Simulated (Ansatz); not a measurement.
# CH₆B₂: how energies converge with the basis set

Aim: see how fast density functionals converge with the basis set for CH₆B₂.

Computed with Ansatz 0.2.0, Gaussian basis. Level: one geometry, several basis sets.

Plan: PBE0-D4/def2-SVP; ωB97M-V/def2-SVP; PBE0-D4/def2-QZVPP; ωB97M-V/def2-QZVPP; the functionals' def2-TZVPP values are taken from earlier runs.

1 further run of the same task is left out (it didn't finish).

### Step 1. The geometry

All runs share one geometry, relaxed beforehand with PBE0-D4 in a triple-zeta def2 set.

SMILES `BBC`, 9 atoms, charge 0, spin multiplicity 1.

Atoms are counted from 1 here; the program's logs count them from 0.

Bond lengths: B1–B2 1.639 Å, B1–H4 1.201 Å, B1–H5 1.201 Å, B2–C3 1.564 Å, B2–H6 1.210 Å, C3–H7 1.090 Å, C3–H8 1.100 Å, C3–H9 1.095 Å. Angles: B2–B1–H4 122.4°, B2–B1–H5 122.0°, H4–B1–H5 115.6°, B1–B2–C3 128.0°, B1–B2–H6 115.8°, C3–B2–H6 116.2°, B2–C3–H7 116.3°, B2–C3–H8 106.4°, B2–C3–H9 111.4°, H7–C3–H8 107.8°, H7–C3–H9 109.3°, H8–C3–H9 104.8°.

### Step 2. PBE0-D4 in def2-SVP

Contents of in.yaml:

```yaml
crystal:
  periodic: [false, false, false]
  atoms:
    - {symbol: B, position_ang: [-0.695419, 0.798293, -1.212897]}
    - {symbol: B, position_ang: [0.278713, 0.446774, 0.056964]}
    - {symbol: C, position_ang: [0.337693, -0.877237, 0.887044]}
    - {symbol: H, position_ang: [-0.386409, 0.555314, -2.347830]}
    - {symbol: H, position_ang: [-1.750654, 1.354414, -1.070662]}
    - {symbol: H, position_ang: [1.067767, 1.308240, 0.370619]}
    - {symbol: H, position_ang: [-0.453161, -1.603455, 0.696532]}
    - {symbol: H, position_ang: [1.297789, -1.354571, 0.641908]}
    - {symbol: H, position_ang: [0.392283, -0.674073, 1.961221]}
basis:
  gaussian: {orbitals: def2-SVP}
hamiltonian: {xc: pbe0, dispersion: d4}
output: {orbitals: {seedname: orbitals}}
```

The run is started by

```bash
$ ansatz run in.yaml --threads 2 --pin off --events-out ev --progress --plain --max-ram 4352MiB
```

After this run come: ωB97M-V in def2-SVP; PBE0-D4 in def2-QZVPP; ωB97M-V in def2-QZVPP.

Before running them: what should the planned runs give, taken together? Wanted: PBE0-D4: double and triple zeta above quadruple; ωB97M-V: double and triple zeta above quadruple.

**Answer**, as computed:

| quantity | value |
| --- | --- |
| PBE0-D4: double and triple zeta above quadruple | 2.88, 0.16 eV |
| ωB97M-V: double and triple zeta above quadruple | 3.11, 0.15 eV |

For PBE0-D4 the step from double to triple zeta gains 2.72 eV and the next only 0.16 eV. Total energies overstate the basis error of differences, where much of it tends to cancel.
